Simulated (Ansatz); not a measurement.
## Ta, bcc: geometry optimisation

Computed with Ansatz 0.2.0, DFT, RPBE, plane waves (420 eV) with PAW, scalar-relativistic. (PAW data from PBE, frozen cores regenerated.)

k-point mesh 13×13×13, Fermi-Dirac smearing 0.1 eV, no spin polarisation. Cell and atoms relax.

Starting structure:

```yaml
crystal:
  lattice:
    - [-1.6529, 1.6529, 1.6529]
    - [1.6529, -1.6529, 1.6529]
    - [1.6529, 1.6529, -1.6529]
  atoms:
    - { symbol: Ta, position: [0.0, 0.0, 0.0] }
hamiltonian:
  xc: rpbe
  pseudopotentials:
    kind: paw
    azcp:
      Ta: "pseudopotentials/Ta.paw.azcp"
basis:
  ecutwfc: 420
  fft_grid_basis: typed
kpoints:
  mp_grid: { grid: [13, 13, 13], shift: [0, 0, 0] }
magnetization:
  spin_polarized: false
scf:
  occupations: { method: fermi_dirac, width: 0.1 }
relax:
  max_steps: 60
  f_tol: 0.01
  cell: {}
```

**Question.** What cell does the relaxation end in?

**Answer.** Im-3m with a = 3.341 Å; 18.64 Å³ per atom against 18.06 at the start (3.2 %).

**Question.** How much energy does the relaxation gain?

**Answer.** 11.2 meV per atom.

Path of the relaxation (the plane waves are chosen anew near the end, which can shift the energy a little):

| step | E − E(final) (meV/atom) | V (Å³/atom) | P (GPa) | max force (eV/Å) |
| --- | --- | --- | --- | --- |
| 0 | 11.18 | 18.063 | 6.33 | 0.000 |
| 1 | 0.49 | 18.721 | -0.80 | 0.000 |
| 2 | 0.26 | 18.641 | 0.00 | 0.000 |
| 3 | 0.00 | 18.641 | 0.02 | 0.000 |
